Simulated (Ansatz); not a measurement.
A made-up structure of LiAlSiH$_{4}$, singlet:

```xyz
7
angstrom
Li -3.0734 -1.6694 -0.1722
Al -0.4671 -1.3245 -0.0194
Si 0.5743 0.9357 0.0233
H 0.6888 -2.4496 0.0657
H -4.4273 -2.3564 -0.6447
H 0.0668 1.7181 1.1981
H 2.0647 1.0525 0.0741
```

It is relaxed with PBE-D4/def2-SVP and then PBE0-D4/def2-TZVP (Ansatz 0.2.0). Atoms count as bonded within 1.22 times the sum of their covalent radii (H–H: 0.88 Å). The end point is not checked to be a true minimum.

Does its bonding change? (Judge from chemistry; the calculation decides.)

By the calculation: Yes. Formed: Li1–Si3, Li1–H6, Al2–H5; broken: none.

Where it ends: The first stage lowers the energy by 3.68 eV in 31 steps. It ends as LiAlSiH₄ ([H]1[AlH]2[SiH]3[H][Li]123):
```xyz
7
angstrom
Li -2.3013 0.1482 -0.1028
Al -0.4663 -1.7422 -0.1983
Si 0.0356 0.5459 0.0189
H 0.0547 -3.1378 -0.7467
H -2.1340 -1.6425 -0.2786
H -1.0393 0.7396 1.1235
H 1.2776 0.9952 0.7088
```

Labels in which every atom is bracketed show which atoms are joined, not bond orders.

For scale, one of the runs: PBE0-D4/def2-TZVP relaxation, 112 basis functions, launched by `ansatz run in.yaml --threads 2 --pin off --events-out ev --progress --plain --max-ram 4352MiB`. Hardware: 2 CPU threads of an Arm Neoverse V1, shared host. Wall time about 17 s.
